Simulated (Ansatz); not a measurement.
Two isomers of C2H6B: A = `[CH2]BC`•, B = `[BH]CC`•.

Isolated molecules relaxed with PBE0-D4/def2-TZVP in Ansatz; ΔE leaves out vibrations. CCSD(T)/CBS is the MP2 limit (def2-TZVPP, def2-QZVPP) plus CCSD(T) − MP2 in def2-TZVPP, frozen cores. Functionals use def2-TZVPP. B3LYP here is the variant with VWN-RPA as its local correlation; programs differ in this. No spin–orbit coupling; open shells (•) take unrestricted orbitals.

A:

Z-matrix (Å, degrees):
```
C
B 1 1.561
H 1 1.092 2 115.2
H 1 1.097 2 109.8 3 122.7
H 1 1.097 2 110.0 3 -122.9
C 2 1.531 1 122.9 3 -0.3
H 2 1.202 1 118.8 3 179.7
H 6 1.087 2 123.3 1 -179.8
H 6 1.088 2 122.7 1 0.3
```

B:

Z-matrix (Å, degrees):
```
C
C 1 1.524
B 1 1.537 2 119.1
H 1 1.103 2 110.9 3 123.1
H 1 1.103 2 110.9 3 -123.1
H 2 1.093 1 111.8 3 -180.0
H 2 1.092 1 110.9 3 59.6
H 2 1.092 1 110.9 3 -59.5
H 3 1.197 1 127.6 2 -180.0
```

(1) Which isomer does CCSD(T)/CBS put lower? Give the gap. (Best estimate.)

(2) Give E(B) − E(A) in kJ/mol with B2PLYP, BLYP-D4, ωB97M-V, HF/def2-TZVPP, PBE-D4, B3LYP-D4, LDA (SPW92). (An estimate is asked.)

(3) Does the order hold for the free energy at 298.15 K (harmonic terms from PBE0-D4)? (Estimate.)

Largest T1 diagnostic: 0.011.

Answers

(1) Computed: A, by 93.9 kJ/mol.

(2) Computed: B2PLYP 97.3, BLYP-D4 97.1, ωB97M-V 101.2, HF/def2-TZVPP 105.5, PBE-D4 89.0, B3LYP-D4 98.9, LDA (SPW92) 80.3. None reverses the order clearly.

(3) The calculation gave: Yes: G(B) − G(A) = +97.6 kJ/mol.

At CCSD(T), def2-SVP lies −5.1 kJ/mol from the extrapolated value and def2-TZVPP −0.3 kJ/mol. From BLYP to BHLYP (50 % exact exchange), in def2-TZVPP and without D4, E(B) − E(A) moves by +5.0 kJ/mol.
